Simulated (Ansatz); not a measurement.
Ansatz (an electronic-structure program) input (CCSD(T)/6-31G*):

Ansatz 0.2 input:
```yaml
crystal:
  periodic: [false, false, false]
  atoms:
    - {symbol: H, position_ang: [0.01116471, -0.02286316, 2.10006054]}
    - {symbol: N, position_ang: [0.00552309, 0.00699052, 1.09243157]}
    - {symbol: C, position_ang: [-0.01584127, 1.14164578, 0.26594390]}
    - {symbol: C, position_ang: [0.01804917, -1.10159074, 0.27979305]}
    - {symbol: C, position_ang: [-0.01776430, 0.81027342, -1.07692710]}
    - {symbol: C, position_ang: [0.00437150, -0.63979611, -1.02364815]}
    - {symbol: H, position_ang: [-0.02792192, 2.11063355, 0.75657241]}
    - {symbol: H, position_ang: [0.03526148, -2.09640134, 0.70960952]}
    - {symbol: H, position_ang: [0.00994351, -1.30349671, -1.88423371]}
basis:
  gaussian:
    orbitals: 6-31G*
total_charge: -1
magnetization: {spin_polarized: false}
correlation: {method: ccsd_t, electrons: outside_noble_gas}
```

End of the output:

```
integrals: 0.08 GiB planned
848 factors; integrals over basis functions are off by at most 1.7e-3 eV
mean field: 0.23 GiB planned
mean field evaluation 1: about -5659.3032 eV, gradient 3.3e1 eV
mean field evaluation 2: about -5659.3099 eV, gradient 3.3e1 eV
mean field evaluation 4: about -5662.7763 eV, gradient 4.8e0 eV
mean field evaluation 8: about -5662.8749 eV, gradient 2.0e-1 eV
mean field evaluation 16: about -5662.8614 eV, gradient 1.2e0 eV
mean field -5662.87517306 eV, -208.1068241752 hartree, gradient 2.9e-6 eV, S^2 0.000000; 0 other end points of the search recorded, 0 dependent functions left out
5 core orbitals not correlated
reference -5662.87517306 eV, -208.1068241752 hartree; 13, 13 occupied and 65, 65 virtual orbitals, 848 factors
second order -18.54814419 eV of doubles, -0.00000000 eV of singles
coupled cluster: 0.24 GiB planned
cycle   1  -18.53679434 eV  change    1.1e-2 eV  update   1.1e-1
cycle   2  -19.09483919 eV  change   -5.6e-1 eV  update   3.4e-2
cycle   3  -19.22380042 eV  change   -1.3e-1 eV  update   1.9e-2
cycle   4  -19.22147394 eV  change    2.3e-3 eV  update   5.7e-3
cycle   5  -19.22116170 eV  change    3.1e-4 eV  update   3.6e-3
cycle   6  -19.22196909 eV  change   -8.1e-4 eV  update   1.5e-3
cycle   7  -19.22116049 eV  change    8.1e-4 eV  update   6.2e-4
cycle   8  -19.22103396 eV  change    1.3e-4 eV  update   2.0e-4
cycle   9  -19.22109676 eV  change   -6.3e-5 eV  update   6.6e-5
cycle  10  -19.22109408 eV  change    2.7e-6 eV  update   2.1e-5
perturbative correction -0.83920443 eV, -0.0308401938 hartree
Total energy: -5682.93547156 eV, -208.8440265478 hartree
```

It need not be the lowest isomer of its formula. Whether it binds its extra electron was not tested at this geometry.
